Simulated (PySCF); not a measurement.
Compound: C3H5FS.
Cartesian coordinates in Å at the GFN2-xTB level; atoms count from 1:
```
atom  x, y, z in Å
F1     0.564    1.610   -0.660
C2    -0.155    0.462   -0.810
C3    -0.986    0.008    0.348
C4     0.256   -0.749   -0.035
S5     1.710   -0.746    1.028
H6    -0.501    0.374   -1.833
H7    -0.940    0.613    1.242
H8    -1.953   -0.430    0.157
H9     0.154   -1.714   -0.510
H10    1.859    0.576    1.050
```

Computed, not measured: PySCF, TDDFT CAM-B3LYP/def2-SVPD, vertical, gas phase, core orbitals frozen in the response.

Q: List the vertical singlet excitations with oscillator strengths and describe the spectrum.

A: 

| state | E (eV) | ν̃ (cm⁻¹) | f | main configurations (H = HOMO, L = LUMO) |
| --- | --- | --- | --- | --- |
| S1 | 5.56 | 44860 | 0.0004 | H→L+1 (62%), H→L+2 (24%) |
| S2 | 6.07 | 48920 | 0.036 | H→L (80%), H→L+2 (11%) |
| S3 | 6.75 | 54450 | 0.0011 | H→L+2 (50%), H→L+1 (30%), H→L (9%) |
| S4 | 7.42 | 59810 | 0.029 | H→L+3 (61%), H→L+4 (12%), H→L+5 (10%) |
| S5 | 7.49 | 60390 | 0.0049 | H→L+4 (65%), H→L+3 (19%) |
| S6 | 7.76 | 62600 | 0.028 | H→L+5 (34%), H-1→L (28%) |
| S7 | 7.83 | 63180 | 0.027 | H-1→L (46%), H→L+5 (27%) |
| S8 | 8.13 | 65550 | 0.024 | H→L+7 (42%), H→L+6 (19%), H-1→L+1 (10%) |

Triplets (Tamm–Dancoff): T1 5.06 eV, H→L+1 (58%), H→L+2 (22%); T2 5.65 eV, H→L (64%), H→L+2 (18%); T3 6.64 eV, H→L+2 (37%), H→L+1 (29%), H→L (19%).

The lowest singlet comes at 223 nm (537 kJ/mol) in the ultraviolet; it is dark (f under 0.0005); its leading configuration is HOMO→LUMO+1 (62%). The most intense listed level is S2 at 6.07 eV (204 nm, f = 0.036), 0.50 eV above S1. Löwdin shares by element: HOMO sulfur 68%, carbon 20% or more, hydrogen 6% or more; LUMO sulfur 36%, carbon 32% (atoms not listed hold the other 32%). Weighted by f, the mean energy of these states is 7.34 eV. Of the 8 states listed, 5 reach f = 0.01 and 1 stays under 0.0005. The oscillator strengths of these states sum to 0.150; summed over the whole spectrum of an exact calculation they would give the number of electrons, 48 (Thomas–Reiche–Kuhn). The window holds the lowest 8 singlets.

On one thread, Arm Neoverse V2, no GPU (shared host), this took 14 s of wall time.

One conformer stands for the species.
